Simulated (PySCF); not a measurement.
System: diamond-structure Si. Method: PBE0 in PySCF (GTH pseudopotentials, Gaussian basis).

The cell has the measured lattice: a = b = c = 5.4300 Å, α = β = γ = 90.00°.

**Question.** Predict the band gap and smallest direct gap on the k points sampled.

**Answer.** 
- band gap = 1.93 eV ± 0.04
- smallest direct gap on the k points sampled = 4.09 eV ± 0.04

Note: cell and atoms aren't relaxed at this level.

A ± is a rough bar: the spread of an extrapolation, a floor set from checks against published values, or a statistical error.

Static lattice: no zero-point or thermal effects.

The result took around 50 core-minutes (rough).
